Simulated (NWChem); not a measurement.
Correlation energy of Si (-1)

SMILES: [Si-]
```xyz
1

Si     0.0000     0.0000     0.0000
```
Charge -1, spin multiplicity 4.

Program: NWChem.

Basis set: def2-SVPD. Each correlation energy counts from its own Hartree-Fock reference.

The correlated methods keep 5 core orbitals frozen. The stability of the SCF solutions was not checked. Open-shell Hartree-Fock references start from PBE0 orbitals. Coupled-cluster values serve here as a point of comparison, not as the truth.

Problem. One of these methods gave a correlation energy of -60.7 mHa. Which?
(A) CCSD[T] on UHF
(B) SCS-UMP2
(C) CCSD on UHF
(D) UMP2

Solution. D, UMP2. The others give -58.3 (SCS-UMP2), -77.9 (CCSD on UHF), -79.9 (CCSD[T] on UHF).
